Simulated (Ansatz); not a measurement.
A calculation with Ansatz (development build ahead of 0.2.0).

```yaml
crystal:
  periodic: [false, false, false]
  atoms:
    - { symbol: C, position_ang: [0.0, 0.0, -0.55593] }
    - { symbol: C, position_ang: [0.0, 0.0, 0.55593] }
    - { symbol: H, position_ang: [0.0, 0.0, -1.54491] }
    - { symbol: H, position_ang: [0.0, 0.0, 1.54491] }
basis:
  gaussian: { orbitals: def2-TZVP }
hamiltonian:
  xc: hf
```

The input is written out in the form of the current development build from the run's settings.

The run gave:

- Converged: yes
- Total energy: -76.83254 hartree
- Spin squared of the determinant: 0.000

Caution: no unrestricted run beside it, a lower state can exist.
